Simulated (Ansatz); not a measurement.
# AlH3 (SMILES [H][Al]([H])[H]): levels of theory compared

Wanted: a comparison of 6 runs (CAM-B3LYP/3-21G, PBE0/3-21G, UB3LYP/3-21G, BLYP/6-31G*, MP2/3-21G, CCSD/3-21G) of AlH3. 

The results are computed with Ansatz 0.2.0.

61 further runs of the same task are left out: 2 that didn't finish, 59 set aside as unsound or not needed.

## Step 1: The system as given

AlH3: 4 atoms, total charge 0, spin state singlet. As SMILES, `[H][Al]([H])[H]`. The H2–Al1 distance was set to 3.106 Å, away from the relaxed value. At this shape a bond of the SMILES string is far longer than usual.

Bond lengths: Al1–H3 1.553 Å, Al1–H4 1.553 Å. Angles: H3–Al1–H4 120.0°.

## Step 2: The energy at CAM-B3LYP/3-21G (run 1)

in.yaml

```yaml
crystal:
  periodic: [false, false, false]
  atoms:
    - symbol: Al
      position_ang: [-1.552714, 0.030481, -0.014570]
    - symbol: H
      position_ang: [1.552650, -0.030520, 0.014610]
    - symbol: H
      position_ang: [-2.302514, 1.390341, -0.033710]
    - symbol: H
      position_ang: [-2.355534, -1.298799, -0.010110]
basis:
  gaussian: {orbitals: 3-21G.json}
hamiltonian: {xc: {name: CAM-B3LYP}}
accuracy: high
```

The basis set 3-21G is read from a file made from the Basis Set Exchange's data (not shown).

Started as:

```sh
$ ansatz run in.yaml --threads 1 --pin off --max-ram 2610MiB --events-out events.jsonl --progress --plain --runs-dir runs
```

Output:

```text
Warning: RAYON_NUM_THREADS=1 ignored (pool sized by the plan → 1); use --threads N
Functional definition: CAM-B3LYP
  name "CAM-B3LYP"
  parameter alpha = 0.19
  parameter beta = 0.46
  parameter omega = 0.33/bohr
  parameter ac = 0.81
  exchange = (1 - alpha - beta)*b88_x + beta*b88_x_sr(omega) + alpha*exact_x + beta*exact_x_lr(omega)
  correlation = (1 - ac)*vwn5_c + ac*lyp_c
366 factors; integrals over basis functions are off by at most 3.5e-9 eV
179 factors; integrals over basis functions are off by at most 1.9e-9 eV
mean field evaluation 1: about -6602.9535 eV, gradient 1.2e1 eV
mean field evaluation 2: about -6602.5945 eV, gradient 1.3e1 eV
mean field evaluation 4: about -6604.1931 eV, gradient 1.4e-1 eV
mean field evaluation 8: about -6604.1900 eV, gradient 5.9e-3 eV
mean field evaluation 16: about -6604.1900 eV, gradient 2.3e-8 eV
mean field -6604.18997237 eV, -242.6995050037 hartree, gradient 2.3e-8 eV, S^2 0.000000; 0 other end points of the search recorded, 0 dependent functions left out
reference -6604.18998980 eV, -242.6995056442 hartree; 8, 8 occupied and 11, 11 virtual orbitals, 366 factors
Total energy: -6604.18998980 eV, -242.6995056442 hartree
```

Wall time 0.7 s (1 thread of Arm Neoverse V2, shared host).

## Step 3: The energy at PBE0/3-21G (run 2)

input.yaml

```yaml
crystal:
  periodic: [false, false, false]
  atoms:
    - {symbol: Al, position_ang: [-1.552714, 0.030481, -0.014570]}
    - {symbol: H, position_ang: [1.552650, -0.030520, 0.014610]}
    - {symbol: H, position_ang: [-2.302514, 1.390341, -0.033710]}
    - {symbol: H, position_ang: [-2.355534, -1.298799, -0.010110]}
basis:
  gaussian:
    orbitals: 3-21G.json
hamiltonian:
  xc: pbe0
accuracy: high
```

The basis set 3-21G is read from a file made from the Basis Set Exchange's data (not shown).

Started as:

```sh
$ ansatz run input.yaml --threads 1 --pin off --max-ram 2610MiB --events-out events.jsonl --progress --plain --runs-dir runs
```

Output:

```text
Warning: RAYON_NUM_THREADS=1 ignored (pool sized by the plan → 1); use --threads N
Functional definition: PBE0
  name "PBE0"
  parameter a = 0.25
  parameter kappa = 0.804
  parameter beta = 0.06672455060314922
  exchange = (1 - a)*pbe_x(kappa = kappa, mu = beta*pi^2/3) + a*exact_x
  correlation = pbe_c(beta = beta)
366 factors; integrals over basis functions are off by at most 3.5e-9 eV
mean field evaluation 1: about -6599.9764 eV, gradient 1.3e1 eV
mean field evaluation 2: about -6596.5435 eV, gradient 1.9e1 eV
mean field evaluation 4: about -6601.1651 eV, gradient 7.5e-1 eV
mean field evaluation 8: about -6601.1640 eV, gradient 1.4e-2 eV
mean field evaluation 16: about -6601.1640 eV, gradient 2.7e-7 eV
mean field -6601.16400905 eV, -242.5883029031 hartree, gradient 6.1e-9 eV, S^2 0.000000; 0 other end points of the search recorded, 0 dependent functions left out
reference -6601.16401162 eV, -242.5883029975 hartree; 8, 8 occupied and 11, 11 virtual orbitals, 366 factors
Total energy: -6601.16401162 eV, -242.5883029975 hartree
```

Run time: 0.59 s. Hardware: 1 thread of Arm Neoverse V2, shared host.

Runs 3 to 5 aren't shown in full; the table further down has their settings and results.

## Step 4: The energy at CCSD/3-21G (run 6)

molecule.yaml

```yaml
crystal:
  periodic: [false, false, false]
  atoms:
    - symbol: Al
      position_ang: [-1.552714, 0.030481, -0.014570]
    - symbol: H
      position_ang: [1.552650, -0.030520, 0.014610]
    - symbol: H
      position_ang: [-2.302514, 1.390341, -0.033710]
    - symbol: H
      position_ang: [-2.355534, -1.298799, -0.010110]
basis:
  gaussian: {orbitals: 3-21G.json}
correlation: {method: ccsd, frozen_orbitals: {Al: 5, H: 0}}
scf: {omitted_lower_state_checks: [cluster_reference, increment]}
accuracy: high
```

The basis set 3-21G is read from a file made from the Basis Set Exchange's data (not shown).

Started as:

```sh
$ ansatz run molecule.yaml --threads 1 --pin off --max-ram 2610MiB --events-out events.jsonl --progress --plain --runs-dir runs
```

Output, cut to the lines that bear on the results:

```text
Warning: RAYON_NUM_THREADS=1 ignored (pool sized by the plan → 1); use --threads N
Functional definition: HF
  name "HF"
[...]
366 factors; integrals over basis functions are off by at most 3.5e-9 eV
[...]
mean field -6588.94773479 eV, -242.1393631044 hartree, gradient 9.5e-9 eV, S^2 0.000000; 0 other end points of the search recorded, 0 dependent functions left out; unrestricted orbitals would lower it
5 core orbitals not correlated: weight in the atoms' cores, before any rotation towards them, 1.000 or more for the frozen orbitals, at most 0.000 for the correlated occupied ones
reference -6588.94773479 eV, -242.1393631044 hartree; 3, 3 occupied and 11, 11 virtual orbitals, 366 factors
second order -1.61828872 eV of doubles, -0.00000000 eV of singles
cycle   1  -2.08303845 eV  change   -5.7e-1 eV  update   1.2e-1
[...]
cycle  26  -2.76300320 eV  change  -1.6e-10 eV  update  7.4e-11
WARN: these amplitudes may be one of several solutions (largest doubles amplitude 0.44, level shift 1.05 eV)
Total energy: -6591.71073799 eV, -242.2409015992 hartree
Checks for a lower state left out: cluster_reference, increment
```

Wall time 0.12 s (1 thread of Arm Neoverse V2, shared host).

## Step 5: All runs side by side

| run | level | frozen core orbitals | energy (Eh) | wall time |
| --- | --- | --- | --- | --- |
| 1 | CAM-B3LYP/3-21G | – | -242.699506 | 0.7 s |
| 2 | PBE0/3-21G | – | -242.588303 | 0.59 s |
| 3 | UB3LYP/3-21G | – | -242.745628 | 2.5 s |
| 4 | BLYP/6-31G* (spherical functions) | – | -244.052557 | 0.85 s |
| 5 | MP2/3-21G | 5 | -242.198834 | 0.1 s |
| 6 | CCSD/3-21G | 5 | -242.240902 | 0.12 s |

## Step 6: What came out

| quantity | value |
| --- | --- |
| run 6: total energy | -242.24090 Eh |
| run 6: correlation energy (5 core orbitals frozen) | -101.5 mEh |
| run 6: T1 diagnostic | 0.045 |

Totals of different functionals can't be ranked against each other. In run 6 the T1 diagnostic is large, so a single reference may not serve. In runs 5, 6 the log says that unrestricted orbitals would lower the reference, so the values rest on an unstable closed-shell determinant (other closed-shell runs at this shape may share the fault). Spin contamination of the reference: run 3 ⟨S²⟩ = 0.51. All runs together took 4.9 s, the longest 2.5 s.
